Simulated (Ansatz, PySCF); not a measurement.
Species: methane, CH$_{4}$, charge 0, multiplicity 1. SMILES: C
Geometry: optimised at B3LYP-D3(BJ)/def2-TZVP (Ansatz, a quantum-chemistry and plane-wave program).

Quantity: atomisation energy, in kcal/mol. Set-up: LANL2DZ all-electron up to Ne; atomisation electronic, to ground-state atoms; dispersion terms only where a functional's name holds one; non-relativistic; 6-31G* and kin with 6d, 5d where marked; valence correlation only; UHF or UKS for open shells; spin-orbit terms left out. Basis-set limits of correlation are two-point, X^-3; Hartree-Fock from the larger set. Ab initio and DFT rows: single points at B3LYP-D3(BJ) geometries (Ansatz).

Coupled cluster (Ansatz) is a level with limits of its own, used here on species with T1 under 0.025 (0.045 for open shells) and stable references: CCSD(T)/CBS(def2-TZVPPD,def2-QZVPPD).

Value to compare with, CCSD(T)/CBS(def2-TZVPPD,def2-QZVPPD) (Ansatz): 419.5 kcal/mol.

```
level                        program  atomisation energy (kcal/mol)  difference
--------------------  --------------  -----------------------------  ----------
HF/STO-3G                     Ansatz                          415.4        -4.1
HF/3-21G                      Ansatz                          320.6       -98.9
HF/LANL2DZ                    Ansatz                          319.5      -100.0
BP86/def2-SVP                  PySCF                          428.5         9.0
B3LYP/6-31G*                  Ansatz                          421.0         1.5
MP2/3-21G                     Ansatz                          367.7       -51.8
r2SCAN-D4/def2-TZVPD  Ansatz + dftd4                          418.5        -1.0
wB97X-V/def2-TZVPD            Ansatz                          418.3        -1.2
```

Among the 6 habitual levels, HF/LANL2DZ lies farthest from CCSD(T)/CBS(def2-TZVPPD,def2-QZVPPD) (Ansatz) (-100.0 kcal/mol) and B3LYP/6-31G* nearest (1.5); 2 of 6 lie above it, and their mean absolute difference is 44.2 kcal/mol, the median 30.4. One case shows no general order.

The levels are drawn from those run, B3LYP/6-31G* more often than the rest, none by its result; runs whose electronic state is in doubt are left out.
